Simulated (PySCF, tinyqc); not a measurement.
Inside a calculation. Method: RHF in the sto-3g basis, for CH2, spin multiplicity 1. The lowest restricted solution is unstable here: a spin-polarised one lies 0.0456 hartree lower (PySCF). One step of it, computed by the program tinyqc.

Task: Iteration 1: building the Fock matrix. J_ij = sum D_kl (ij|kl), K_ij = sum D_kl (ik|jl); F = H + J - 0.5 K; E = tr D H + tr D J / 2 - 0.25 tr D K + E_nn.

D at the start, order 1C 1s, 1C 2s, 1C 2px, 1C 2py, 1C 2pz, 2H 1s, 3H 1s:
```
[[2.058553, -0.204179, 0.000000, 0.002681, 0.120566, -0.177003, -0.172803],
 [-0.204179, 0.937652, 0.000000, -0.012376, -0.419891, 0.382066, 0.378083],
 [0.000000, 0.000000, 0.000000, 0.000000, 0.000000, 0.000000, 0.000000],
 [0.002681, -0.012376, 0.000000, 1.005792, -0.003491, 0.412645, -0.418123],
 [0.120566, -0.419891, 0.000000, -0.003491, 1.854762, 0.106022, 0.104924],
 [-0.177003, 0.382066, 0.000000, 0.412645, 0.106022, 0.381339, 0.032720],
 [-0.172803, 0.378083, 0.000000, -0.418123, 0.104924, 0.032720, 0.370587]]
```

core Hamiltonian H = T + V (hartree), order 1C 1s, 1C 2s, 1C 2px, 1C 2py, 1C 2pz, 2H 1s, 3H 1s:
```
[[-18.731843, -4.519086, 0.000000, -0.000706, -0.015022, -1.175669, -1.107781],
 [-4.519086, -5.660511, 0.000000, -0.005200, -0.153481, -2.508955, -2.418064],
 [0.000000, 0.000000, -4.528619, 0.000000, 0.000000, 0.000000, 0.000000],
 [-0.000706, -0.005200, 0.000000, -4.732625, -0.002261, -1.825300, 1.778719],
 [-0.015022, -0.153481, 0.000000, -0.002261, -4.578739, -0.940117, -0.915670],
 [-1.175669, -2.508955, 0.000000, -1.825300, -0.940117, -3.615288, -0.639777],
 [-1.107781, -2.418064, 0.000000, 1.778719, -0.915670, -0.639777, -3.555029]]
```

Two-electron integrals (ij|kl) in chemists' order, unique and non-zero (hartree):
```
(11|11) 3.541948    (21|11) 0.576921    (21|21) 0.111888    (22|11) 0.854682
(22|21) 0.205284    (22|22) 0.624709    (31|31) 0.020296    (32|31) 0.030858
(32|32) 0.137996    (33|11) 0.852436    (33|21) 0.205335    (33|22) 0.624568
(33|33) 0.672833    (41|41) 0.020296    (42|41) 0.030858    (42|42) 0.137996
(43|43) 0.036269    (44|11) 0.852436    (44|21) 0.205335    (44|22) 0.624568
(44|33) 0.600295    (44|44) 0.672833    (51|51) 0.020296    (52|51) 0.030858
(52|52) 0.137996    (53|53) 0.036269    (54|54) 0.036269    (55|11) 0.852436
(55|21) 0.205335    (55|22) 0.624568    (55|33) 0.600295    (55|44) 0.600295
(55|55) 0.672833    (61|11) 0.149997    (61|21) 0.028894    (61|22) 0.052844
(61|33) 0.052662    (61|41) 0.001596    (61|42) 0.002950    (61|44) 0.053113
(61|51) 0.000791    (61|52) 0.001463    (61|54) 0.000223    (61|55) 0.052773
(61|61) 0.007632    (62|11) 0.338689    (62|21) 0.082332    (62|22) 0.273196
(62|33) 0.266856    (62|41) 0.007019    (62|42) 0.047076    (62|44) 0.281925
(62|51) 0.003481    (62|52) 0.023343    (62|54) 0.007472    (62|55) 0.270561
(62|61) 0.022143    (62|62) 0.152964    (63|31) 0.008632    (63|32) 0.044690
(63|43) 0.009371    (63|53) 0.004647    (63|63) 0.019505    (64|11) 0.251292
(64|21) 0.061909    (64|22) 0.217842    (64|33) 0.206803    (64|41) 0.013260
(64|42) 0.079751    (64|44) 0.236899    (64|51) 0.002295    (64|52) 0.017385
(64|54) 0.010277    (64|55) 0.209595    (64|61) 0.017486    (64|62) 0.145047
(64|64) 0.154567    (65|11) 0.124606    (65|21) 0.030698    (65|22) 0.108019
(65|33) 0.102545    (65|41) 0.002295    (65|42) 0.017385    (65|44) 0.108175
(65|51) 0.009770    (65|52) 0.053311    (65|54) 0.012163    (65|55) 0.113223
(65|61) 0.008671    (65|62) 0.071923    (65|64) 0.066972    (65|65) 0.052714
(66|11) 0.478918    (66|21) 0.118427    (66|22) 0.444592    (66|33) 0.420847
(66|41) 0.013260    (66|42) 0.117205    (66|44) 0.477628    (66|51) 0.006575
(66|52) 0.058117    (66|54) 0.028155    (66|55) 0.434808    (66|61) 0.032391
(66|62) 0.307961    (66|64) 0.323424    (66|65) 0.160373    (66|66) 0.774606
(71|11) 0.141195    (71|21) 0.027206    (71|22) 0.049784    (71|33) 0.049612
(71|41) -0.001500   (71|42) -0.002780   (71|44) 0.050038    (71|51) 0.000743
(71|52) 0.001377    (71|54) -0.000211   (71|55) 0.049717    (71|61) 0.006935
(71|62) 0.019476    (71|64) 0.013927    (71|65) 0.007633    (71|66) 0.027786
(71|71) 0.006767    (72|11) 0.325535    (72|21) 0.079169    (72|22) 0.263524
(72|33) 0.257334    (72|41) -0.006755   (72|42) -0.045728   (72|44) 0.272050
(72|51) 0.003347    (72|52) 0.022656    (72|54) -0.007291   (72|55) 0.260947
(72|61) 0.019878    (72|62) 0.105476    (72|64) 0.071693    (72|65) 0.048221
(72|66) 0.166138    (72|71) 0.020063    (72|72) 0.143458    (73|31) 0.008214
(73|32) 0.042798    (73|43) -0.009049   (73|53) 0.004483    (73|63) 0.012454
(73|73) 0.018066    (74|11) -0.243988   (74|21) -0.060125   (74|22) -0.212220
(74|33) -0.201481   (74|41) 0.012704    (74|42) 0.077123    (74|44) -0.230734
(74|51) -0.002225   (74|52) -0.017006   (74|54) 0.010010    (74|55) -0.204220
(74|61) -0.014371   (74|62) -0.072730   (74|64) -0.038242   (74|65) -0.032562
(74|66) -0.105699   (74|71) -0.015985   (74|72) -0.137333   (74|74) 0.147161
(75|11) 0.120884    (75|21) 0.029789    (75|22) 0.105144    (75|33) 0.099824
(75|41) -0.002225   (75|42) -0.017006   (75|44) 0.105351    (75|51) 0.009316
(75|52) 0.051224    (75|54) -0.011787   (75|55) 0.110147    (75|61) 0.007856
(75|62) 0.048527    (75|64) 0.032331    (75|65) 0.034181    (75|66) 0.081217
(75|71) 0.007920    (75|72) 0.068042    (75|74) -0.063960   (75|75) 0.049755
(76|11) 0.080590    (76|21) 0.019615    (76|22) 0.066672    (76|33) 0.065117
(76|41) -0.000013   (76|42) -0.000139   (76|44) 0.067387    (76|51) 0.001413
(76|52) 0.009891    (76|54) -0.000032   (76|55) 0.067451    (76|61) 0.005125
(76|62) 0.032812    (76|64) 0.026976    (76|65) 0.016997    (76|66) 0.060809
(76|71) 0.004831    (76|72) 0.031905    (76|74) -0.026616   (76|75) 0.016639
(76|76) 0.008549    (77|11) 0.468965    (77|21) 0.116014    (77|22) 0.437652
(77|33) 0.414293    (77|41) -0.012820   (77|42) -0.115107   (77|44) 0.470158
(77|51) 0.006352    (77|52) 0.057030    (77|54) -0.027678   (77|55) 0.428007
(77|61) 0.028903    (77|62) 0.169767    (77|64) 0.106478    (77|65) 0.082425
(77|66) 0.269595    (77|71) 0.029877    (77|72) 0.296815    (77|74) -0.314411
(77|75) 0.155775    (77|76) 0.060809    (77|77) 0.774606
```

nuclear repulsion = 6.09201776 hartree

Give: Coulomb J; exchange K; Fock matrix F; total energy of this density.

Result:

Coulomb J (hartree), order 1C 1s, 1C 2s, 1C 2px, 1C 2py, 1C 2pz, 2H 1s, 3H 1s:
```
[[11.5235, 2.2285, 0.0000, 0.0002, -0.0036, 0.5769, 0.5432],
 [2.2285, 5.1584, 0.0000, 0.0015, 0.0201, 2.2557, 2.1745],
 [0.0000, 0.0000, 5.0366, 0.0000, 0.0000, 0.0000, 0.0000],
 [0.0002, 0.0015, 0.0000, 5.2260, 0.0006, 1.8064, -1.7580],
 [-0.0036, 0.0201, 0.0000, 0.0006, 5.1962, 0.9005, 0.8759],
 [0.5769, 2.2557, 0.0000, 1.8064, 0.9005, 3.7365, 0.5489],
 [0.5432, 2.1745, 0.0000, -1.7580, 0.8759, 0.5489, 3.6801]]
```

exchange K (hartree), order 1C 1s, 1C 2s, 1C 2px, 1C 2py, 1C 2pz, 2H 1s, 3H 1s:
```
[[7.1682, 1.2717, 0.0000, 0.0000, 0.0085, 0.3349, 0.3154],
 [1.2717, 1.6837, 0.0000, 0.0020, -0.0617, 0.9083, 0.8815],
 [0.0000, 0.0000, 0.3551, 0.0000, 0.0000, 0.0000, 0.0000],
 [0.0000, 0.0020, 0.0000, 1.5165, 0.0015, 0.7273, -0.7141],
 [0.0085, -0.0617, 0.0000, 0.0015, 1.6236, 0.3394, 0.3319],
 [0.3349, 0.9083, 0.0000, 0.7273, 0.3394, 1.1724, 0.2417],
 [0.3154, 0.8815, 0.0000, -0.7141, 0.3319, 0.2417, 1.1373]]
```

Fock matrix F (hartree), order 1C 1s, 1C 2s, 1C 2px, 1C 2py, 1C 2pz, 2H 1s, 3H 1s:
```
[[-10.7924, -2.9264, 0.0000, -0.0005, -0.0229, -0.7662, -0.7223],
 [-2.9264, -1.3440, 0.0000, -0.0046, -0.1026, -0.7074, -0.6843],
 [0.0000, 0.0000, 0.3304, 0.0000, 0.0000, 0.0000, 0.0000],
 [-0.0005, -0.0046, 0.0000, -0.2648, -0.0024, -0.3825, 0.3777],
 [-0.0229, -0.1026, 0.0000, -0.0024, -0.1943, -0.2093, -0.2057],
 [-0.7662, -0.7074, 0.0000, -0.3825, -0.2093, -0.4650, -0.2117],
 [-0.7223, -0.6843, 0.0000, 0.3777, -0.2057, -0.2117, -0.4436]]
```

total energy of this density = -38.237753 hartree
